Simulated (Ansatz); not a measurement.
# NO+ (triplet): from Hartree-Fock to the top rungs, cc-pVDZ

One table from this session's results is given with a row withheld; the runs are named, their logs left out.

Method: cc-pVDZ, core rule «outside noble gas», up to 2 orbitals frozen; program: Ansatz 0.2.0, Gaussian basis.

To be run: UHF; CCSD(T) on ROHF; CCSD(T) on UHF; BCCD(T) on ROHF; CISD; CCSDT(Q) on ROHF; CCSDT(Q) on UHF; CASSCF and MRCISD+Q, 10 electrons in 8 orbitals; CASSCF and NEVPT2, 10 electrons in 8 orbitals.

8 further runs of the same task are left out: 3 that didn't finish, 5 set aside as unsound or not needed.

## What is computed

The geometry is a PBE0/def2-TZVP stationary point (not a proven minimum) of the parent state, kept for this charge and spin.

2 atoms, charge 1, spin multiplicity 3.

Atoms are counted from 1 here; the program's logs count them from 0.

Bond lengths: N1–O2 1.054 Å.

Set-up of the first run:

in.yaml reads:

```yaml
crystal:
  periodic: [false, false, false]
  atoms:
    - {symbol: N, position_ang: [0.000000, 0.000000, 0.000000]}
    - {symbol: O, position_ang: [0.000000, 0.000000, 1.053700]}
basis:
  gaussian: {orbitals: cc-pVDZ}
total_charge: 1
magnetization: {spin_polarized: true, initial_magnetization: 2}
hamiltonian: {xc: hf}
output: {orbitals: {seedname: orbitals}}
```

Command:

```sh
$ ansatz run in.yaml --threads 1 --pin off --events-out ev --progress --plain --max-ram 2393MiB
```

Among the steps run: UHF; CCSD(T) on ROHF; CCSD(T) on UHF; BCCD(T) on ROHF; CISD; CCSDT(Q) on ROHF; CCSDT(Q) on UHF; CASSCF and MRCISD+Q, 10 electrons in 8 orbitals; CASSCF and NEVPT2, 10 electrons in 8 orbitals.

One table of the session follows, with a row left open; its other results are not shown here.

```
          method  from UCCSDT(Q) (kJ/mol)
            ROHF                   +828.9
             UHF                   +781.2
            RMP2                    +61.9
            UMP2                   +115.3
            CISD                    +80.0
           RCCSD                    +33.2
           UCCSD                    +31.1
        RCCSD(T)                     +6.7
        UCCSD(T)                     +7.2
         BCCD(T)                     +6.6
          RCCSDT                     +4.1
          UCCSDT                     +3.8
       RCCSDT(Q)                     +0.6
       UCCSDT(Q)                        0
  CASSCF valence                   +492.0
  NEVPT2 valence                    +85.3
  MRCISD valence                        ?
MRCISD+Q valence                     +3.0
```

**Question.** Estimate the row for MRCISD valence.

**Answer.** from UCCSDT(Q) (kJ/mol): +23.9. In the column «from UCCSDT(Q) (kJ/mol)» it lies between UCCSD(T) (+7.2) and UCCSD (+31.1).

To keep in mind: Restricted and unrestricted rows rest on different reference determinants; where their highest levels disagree by more than a few hundredths of an eV, they describe different states and don't form one ladder.
